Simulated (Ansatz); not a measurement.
System: bcc Ba. Method: LDA (Ansatz, an electronic-structure program, PAW).

Settings: plane-wave cutoff 520 eV, 16×16×16 k mesh, Fermi–Dirac smearing 0.05 eV, scalar-relativistic PAW data made under PBE.

Pressure at four volumes; x = ln(V/53.874 Å³). One pressure is withheld.

```tsv
V (Å³/atom)	x	P (GPa)
50.641	-0.0619	0.669
53.874	0.0000	-0.009
56.029	0.0392	-0.387
57.106	0.0583	?
```

### Question
Pass a parabola P(x) through the three rows shown, estimate the bulk modulus and its pressure derivative near zero pressure, and predict the withheld pressure.

### Answer
Slopes between the rows: (-0.009 − (0.669))/(0.0000 − (-0.0619)) = -10.95 and (-0.387 − (-0.009))/(0.0392 − (0.0000)) = -9.64 GPa. Their difference over the span 0.1011 is c = 1.31/0.1011 = 13.0 GPa, so P(x) = 0.669 + (-10.95)(x − (-0.0619)) + 13.0 (x − (-0.0619))(x − (0.0000)). At the middle row B = −dP/dx = −[-10.95 + 13.0 × 0.0619] = 10.1 GPa, and B′ = dB/dP = 2c/B = 2.6. At x = 0.0583 the parabola gives -0.556 GPa; the run gives -0.556 GPa. The Birch–Murnaghan fit to the energies at all volumes has B0 = 10.2 GPa and B′ = 2.6.

Measured, for comparison: bulk modulus 9.3 GPa (corrected for temperature and zero-point phonon effects, sources range from 9.3 to 10.6; as tabulated in Levämäki et al. (2014), arXiv:1402.3671). Computed less measured: bulk modulus +10 % (inside the range of the sources held).

Spin–orbit coupling is not included.
